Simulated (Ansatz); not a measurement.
# NH (triplet): the correlation ladder, cc-pVQZ

Aim: climb from Hartree-Fock through coupled cluster and multireference methods for NH (triplet) at one geometry and basis, and see what each rung misses.

Method: cc-pVQZ, core rule «outside noble gas», up to 1 orbitals frozen; program: Ansatz 0.2.0, Gaussian basis.

To be run: UHF; CCSD(T) on ROHF; CCSD(T) on UHF; BCCD(T) on ROHF; CCSDT(Q) on ROHF; CCSDT(Q) on UHF; CASSCF and MRCISD+Q, 6 electrons in 5 orbitals; CASSCF and NEVPT4(SD), 6 electrons in 5 orbitals; CASSCF and NEVPT2, 6 electrons in 5 orbitals.

10 further runs of the same task are left out: 10 set aside as unsound or not needed.

## (1) What is computed

The geometry is an MP2(full)/6-31G* stationary point (not a proven minimum).

2 atoms, charge 0, spin multiplicity 3.

Atoms are counted from 1 here; the program's logs count them from 0.

Bond lengths: N1–H2 1.039 Å.

## (2) UHF

File in.yaml:

```yaml
crystal:
  periodic: [false, false, false]
  atoms:
    - {symbol: N, position_ang: [0.000000, 0.000000, 0.000000]}
    - {symbol: H, position_ang: [0.000000, 0.000000, 1.039430]}
basis:
  gaussian: {orbitals: cc-pVQZ}
magnetization: {spin_polarized: true, initial_magnetization: 2}
hamiltonian: {xc: hf}
output: {orbitals: {seedname: orbitals}}
```

Started as:

```console
$ ansatz run in.yaml --threads 1 --pin off --events-out ev --progress --plain --max-ram 2816MiB --backend cpu
```

Further steps of the session: CCSD(T) on ROHF; CCSD(T) on UHF; BCCD(T) on ROHF; CCSDT(Q) on ROHF; CCSDT(Q) on UHF; CASSCF and MRCISD+Q, 6 electrons in 5 orbitals; CASSCF and NEVPT4(SD), 6 electrons in 5 orbitals; CASSCF and NEVPT2, 6 electrons in 5 orbitals.

Before running them: what should the planned runs give, taken together? Wanted: UCCSDT(Q) below the RHF energy; RMP2 from UCCSDT(Q); UMP2 from UCCSDT(Q); RCCSD from UCCSDT(Q); RCCSD(T) from UCCSDT(Q); UCCSD(T) from UCCSDT(Q); RCCSDT(Q) from UCCSDT(Q); NEVPT2 valence from UCCSDT(Q); NEVPT4(SD) valence from UCCSDT(Q).

**Answer**, as computed:

| quantity | value |
| --- | --- |
| UCCSDT(Q) below the RHF energy | -4.8421 eV |
| RMP2 from UCCSDT(Q) | +591.6 meV |
| UMP2 from UCCSDT(Q) | +609.4 meV |
| RCCSD from UCCSDT(Q) | +143.2 meV |
| RCCSD(T) from UCCSDT(Q) | +17.6 meV |
| UCCSD(T) from UCCSDT(Q) | +15.5 meV |
| RCCSDT(Q) from UCCSDT(Q) | +2.5 meV |
| NEVPT2 valence from UCCSDT(Q) | +661.6 meV |
| NEVPT4(SD) valence from UCCSDT(Q) | +77.0 meV |
| MRCISD+Q valence from UCCSDT(Q) | +31.4 meV |
| levels within 1 kcal/mol (43 meV) | RCCSD(T), UCCSD(T), BCCD(T), RCCSDT, UCCSDT, RCCSDT(Q), MRCISD+Q valence |
| T1 diagnostic | 0.019 |
| effectively unpaired electrons | 2.01 |

RCCSD(T) misses by +17.6 meV, 0.4 % of the correlation energy. One determinant dominates. Of the multireference levels listed MRCISD+Q valence comes nearest in total energy (+31.4 meV), which doesn't show that its space is the better one. These misses are within one basis, not against nature; the frozen cores of restricted and unrestricted runs differ, which can shift their rows.
